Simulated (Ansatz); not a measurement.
A made-up structure of CH4NS, doublet:

N1  (-0.828, -0.482, -0.804)
C2  (-0.014, 0.347, 0.015)
S3  (1.663, -0.284, 0.269)
H4  (2.623, 0.195, 1.105)
H5  (0.119, 1.346, -0.426)
H6  (-0.495, 0.517, 0.990)
H7  (1.289, -1.437, 0.844)
(Å)

It is relaxed with PBE-D4/def2-SVP and then PBE0-D4/def2-TZVP (Ansatz 0.2.0). Atoms count as bonded within 1.22 times the sum of their covalent radii (H–H: 0.88 Å). The end point is not checked to be a true minimum.

(1) Does its bonding change? (A judgement: the text doesn't fix the answer.)

Answers

(1) By the calculation: Yes. Formed: none; broken: C2–S3.

Where it ends: The first stage lowers the energy by 2.93 eV in 34 steps. It ends as a complex of CH₂N ([CH2][N]) + H₂S:
N1  (-0.440, -0.527, -0.472)
C2  (-0.680, 0.658, -0.212)
S3  (2.823, -0.420, 0.772)
H4  (2.447, -0.926, 1.955)
H5  (-1.650, 1.112, -0.456)
H6  (0.074, 1.294, 0.271)
H7  (1.783, -0.989, 0.135)
(Å)

Labels in which every atom is bracketed show which atoms are joined, not bond orders.

For scale, one of the runs: PBE0-D4/def2-TZVP relaxation, 123 basis functions, launched by `ansatz run in.yaml --threads 2 --pin off --events-out ev --progress --plain --max-ram 4352MiB`. Hardware: 2 CPU threads of an Arm Neoverse V2, shared host. Wall time about 40 s.
